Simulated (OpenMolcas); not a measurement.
**NO2 (nitrogen dioxide) at UTPSSh/Sadlej_pVTZ (PCM tetrahydrofuran)**

Aim: the energy change on altering one bond length of NO2 (nitrogen dioxide) at UTPSSh/Sadlej_pVTZ (PCM tetrahydrofuran), from 2 runs. 

Program for the calculation: OpenMolcas 26.06.

1 further run of the same task is left out (it didn't finish).

## 1. The structure to begin with

NO2: 3 atoms, total charge 0, spin state doublet. SMILES: `[O]N=O`. The shape is that of a GFN2-xTB optimisation.

Bond lengths: O1–N2 1.181 Å, N2–O3 1.181 Å. Angles: O1–N2–O3 137.9°.

## 2. Energy and gradient at UTPSSh/Sadlej_pVTZ (PCM tetrahydrofuran)

File mol.inp:

```
&GATEWAY
BasisSet
O.Sadlej_pVTZ....
O1 0.201690 -1.092400 -0.004860 angstrom
O3 0.046180 1.100790 0.141070 angstrom
End of Basis
BasisSet
N.Sadlej_pVTZ....
N2 -0.247880 -0.008390 -0.136210 angstrom
End of Basis
RF-Input
PCM-Model
Solvent=tetrahydrofuran
End of RF-Input
&SEWARD
&SCF
UHF
Spin = 2
KSDFT = HYB_MGGA_XC_TPSSH
PrOrbitals = 1 1
&ALASKA
```

Started as:

```
$ export MOLCAS_MEM=1860
$ pymolcas mol.inp > mol.log
```

What it wrote:

```text
--- Start Module: gateway ---
[...]
--- Stop Module: gateway /rc=_RC_ALL_IS_WELL_ ---
[...]
      Basis functions           72
[...]
--- Start Module: scf ---
[...]
       Convergence after  13 Iterations
[...]
::    Total KS-DFT energy                            -205.1456282031
[...]
      Total spin, S                                     0.5016177684
[...]
      Total electronic charge=   23.000000
      Total            charge=   -0.000000
[...]
      Dipole Moment (debye):
      Origin of the operator (angstrom)=    0.0107    0.0004    0.0059
                   X= -2.9283E-01               Y= -7.4063E-03               Z= -1.6026E-01           Total=  3.3389E-01
      Quadrupole Moment (debye*angstrom):
[...]
--- Stop Module: scf /rc=_RC_ALL_IS_WELL_ ---
[...]
--- Start Module: alaska ---
[...]
 *              Molecular gradients               *
 **************************************************
  Irreducible representation: a
 ------------------------------------------------------------------------------------------
                              X                       Y                       Z
 ------------------------------------------------------------------------------------------
  O1               -3.93179715599787E-02    7.44296621993428E-02   -1.36483629752593E-02
  O3               -2.87225821054551E-02   -7.72066516858700E-02   -2.38363849597629E-02
  N2                6.81284733576675E-02    2.78426906224638E-03    3.75358043321112E-02
 ------------------------------------------------------------------------------------------
--- Stop Module: alaska /rc=_RC_ALL_IS_WELL_ ---
[...]
```

Run time: 12 s. Hardware: 1 thread of Intel Xeon Platinum 8488C (Sapphire Rapids), shared host; peak memory 0.42 GiB.

## 3. The distorted shape

File mol.input:

```
>>> EXPORT MOLCAS_PRINT=2

&GATEWAY
  BASISSET
  O.Sadlej_pVTZ....
  O1 0.128164 -1.369738 -0.074191 angstrom
  O3 0.046180 1.100790 0.141070 angstrom
  End of Basis
  BASISSET
  N.Sadlej_pVTZ....
  N2 -0.321406 -0.285728 -0.205541 angstrom
  End of Basis
  RF-INPUT
  PCM-Model
  Solvent=tetrahydrofuran
  End of RF-Input

&SEWARD

&SCF
  UHF
  SPIN
  2
  KSDFT
  HYB_MGGA_XC_TPSSH
  PRORBITALS
  1 1

&ALASKA
```

Started as:

```
$ export MOLCAS_MEM=1860
$ pymolcas mol.input > mol.log
```

What it wrote:

```text
--- Start Module: gateway ---
[...]
--- Stop Module: gateway /rc=_RC_ALL_IS_WELL_ ---
[...]
      Basis functions           72
[...]
--- Start Module: scf ---
[...]
       Convergence after  18 Iterations
[...]
::    Total KS-DFT energy                            -205.1025160949
[...]
      Total spin, S                                     0.5058293729
[...]
      Total electronic charge=   23.000000
      Total            charge=   -0.000000
[...]
      Dipole Moment (debye):
      Origin of the operator (angstrom)=   -0.0372   -0.1805   -0.0393
                   X= -1.1270E-01               Y= -1.5397E+00               Z= -2.2362E-01           Total=  1.5599E+00
      Quadrupole Moment (debye*angstrom):
[...]
--- Stop Module: scf /rc=_RC_ALL_IS_WELL_ ---
[...]
--- Start Module: alaska ---
[...]
 *              Molecular gradients               *
 **************************************************
  Irreducible representation: a
 ------------------------------------------------------------------------------------------
                              X                       Y                       Z
 ------------------------------------------------------------------------------------------
  O1               -2.00099664809663E-02    6.56896585710243E-03   -1.02538421072531E-02
  O3                8.68355109479091E-03    8.29481655046642E-02    1.34654667187921E-02
  N2                1.13745652595991E-02   -8.93590423897122E-02   -3.18920892420849E-03
 ------------------------------------------------------------------------------------------
--- Stop Module: alaska /rc=_RC_ALL_IS_WELL_ ---
[...]
```

Wall time 15 s (1 thread of Intel Xeon Platinum 8488C (Sapphire Rapids), shared host); peak memory 0.42 GiB.

## 4. What came out

Level: UTPSSh/Sadlej_pVTZ (PCM tetrahydrofuran).

| quantity | value |
| --- | --- |
| first shape: total energy | -205.14563 Eh |
| first shape: dipole moment | 0.33 D |
| first shape: HOMO energy (highest over α and β) | -6.90 eV |
| first shape: LUMO energy (lowest over α and β) | -3.90 eV |
| first shape: ⟨S²⟩ | 0.753 |
| distorted shape: total energy | -205.10252 Eh |
| distorted shape: dipole moment | 1.56 D |
| distorted shape: HOMO energy (highest over α and β) | -8.06 eV |
| distorted shape: LUMO energy (lowest over α and β) | -4.96 eV |
| distorted shape: ⟨S²⟩ | 0.762 |
| energy change with the N2–O3 bond stretched from 1.181 to 1.476 Å | 1.173 eV |

This program's gradients are faulty for this kind of reference, so any forces in the log (distorted shape) can't be trusted; the energy can. This program's gradients are faulty for this kind of reference, so any forces in the log (first shape) can't be trusted; the energy can. With the N2–O3 bond stretched from 1.181 to 1.476 Å the energy rises by 1.17 eV (113 kJ/mol). The first shape isn't relaxed at this level, so the change isn't measured from a minimum.
